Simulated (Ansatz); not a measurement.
Cost and result for the atomization energy of C$_{4}$H$_{6}$S (`C=CC(C)=S`) (11 atoms, 10 bonds).

```xyz
11

C    -1.1209    1.3210   -1.0773
C    -0.7256    0.2763   -0.3534
C     0.6413    0.0603    0.1330
C     0.8180   -1.1957    0.9240
S     1.8790    1.0785   -0.1479
H    -0.4133    2.0963   -1.3522
H    -2.1486    1.4197   -1.4048
H    -1.4481   -0.4916   -0.0862
H     0.1361   -1.1941    1.7819
H     0.5406   -2.0611    0.3113
H     1.8416   -1.3097    1.2717
```

Charge 0, multiplicity 1. Geometry: relaxed with PBE0-D4/def2-TZVP. It is one conformer, not always the lowest. Program: Ansatz. All runs use 4 threads of an Arm Neoverse V1 on a shared host. Times are those of one run each, without the atoms' runs, and a repeat can differ threefold. Electronic energies, without spin–orbit coupling; frozen cores. CCSD(T)/CBS adds CCSD(T) − MP2 in def2-TZVPP to the MP2 limit, and its time is that of the two runs behind it. T1 = 0.017; the RHF reference is unstable towards UHF. B3LYP takes the VWN-RPA correlation (the form of Gaussian; ORCA's B3LYP/G).

CCSD(T)/CBS is a level of theory with its own doubt, some kJ/mol a heavy atom from the limit and from the frozen cores, so smaller differences don't rank the functionals.

```json
{"level": "PBE0-D4/def2-TZVPP", "functions": "250", "wall time": "2.7 s"}
{"level": "PBE-D4/def2-TZVPP (with forces)", "functions": "250", "wall time": "2.9 s"}
{"level": "B3LYP-D4/def2-TZVPP (with forces)", "functions": "250", "wall time": "4.4 s"}
{"level": "r2SCAN-D4/def2-TZVPP (with forces)", "functions": "250", "wall time": "4.5 s"}
{"level": "B2PLYP/def2-TZVPP", "functions": "250", "wall time": "6 s"}
{"level": "ωB97X-V/def2-TZVPP", "functions": "250", "wall time": "7 s"}
{"level": "ωB97M-V/def2-TZVPP (with forces)", "functions": "250", "wall time": "11 s"}
{"level": "MP2/def2-QZVPP", "functions": "478", "wall time": "33 s"}
{"level": "CCSD(T)/def2-TZVPP", "functions": "250", "wall time": "2.3 min"}
{"level": "CCSD(T)/CBS(def2)", "functions": "–", "wall time": "2.8 min"}
```

What atomization energy does each give, and how far from CCSD(T)/CBS? (Best estimate.)

Ansatz gave: 
```
                             level  atomization (kJ/mol)  difference from CCSD(T)/CBS  per bond
                PBE0-D4/def2-TZVPP                4544.5                         54.9       5.5
   PBE-D4/def2-TZVPP (with forces)                4633.6                        144.0      14.4
 B3LYP-D4/def2-TZVPP (with forces)                4504.4                         14.8       1.5
r2SCAN-D4/def2-TZVPP (with forces)                4520.9                         31.3       3.1
                 B2PLYP/def2-TZVPP                4457.1                        -32.5      -3.2
                ωB97X-V/def2-TZVPP                4492.9                          3.3       0.3
  ωB97M-V/def2-TZVPP (with forces)                4510.2                         20.6       2.1
                    MP2/def2-QZVPP                4523.9                         34.3       3.4
                CCSD(T)/def2-TZVPP                4381.3                       -108.3     -10.8
                 CCSD(T)/CBS(def2)                4489.6                          0.0       0.0
```

In def2-TZVPP, CCSD(T) changes the Hartree–Fock value by +1087.4 kJ/mol (the triples alone add +81.4 kJ/mol) and MP2 by +1166.5 kJ/mol; breaking electron pairs costs correlation energy, which Hartree–Fock lacks. The D4 term adds +38.6 kJ/mol with B3LYP and +20.2 kJ/mol with PBE0; it sums over pairs of atoms, weighted by their polarisabilities, and B3LYP, whose exchange is more repulsive, gets the larger term. From PBE to PBE0 (25 % exact exchange), in def2-TZVPP and without D4, the atomization energy moves by −85.3 kJ/mol: exact exchange takes away binding that semilocal exchange gives to molecules.
